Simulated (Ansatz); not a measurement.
Species: CCl4, net charge 0, singlet state. SMILES: ClC(Cl)(Cl)Cl
Coordinates optimised at B3LYP-D3(BJ)/def2-TZVP (Ansatz, a program for electronic structure):
```
C
Cl 1 1.7795
Cl 1 1.7795 2 109.47
Cl 1 1.7795 2 109.47 3 -120.00
Cl 1 1.7795 2 109.47 4 -120.00
```

Quantity: atomisation energy (electronic, to ground-state atoms), in kcal/mol. Correlated levels leave the core frozen unless marked. Open shells are spin-unrestricted. No spin-orbit coupling. No relativistic terms. The coupled-cluster limit lacks core correlation, which all-electron functionals hold. CBS(X,Y): correlation extrapolated as X^-3; Hartree-Fock from the larger set. The bracket is a focal-point correction in the basis named.

```json
[
 {"level": "HF/6-31G", "program": "Ansatz", "atomisation energy (kcal/mol)": "108.2"}
]
```

Problem. Estimate the value at RI-MP2/CBS(aug-cc-pV(T+d)Z,aug-cc-pV(Q+d)Z)+[CCSD(T)-MP2]/aug-cc-pV(T+d)Z as computed with Ansatz.

Solution. 314.6 kcal/mol
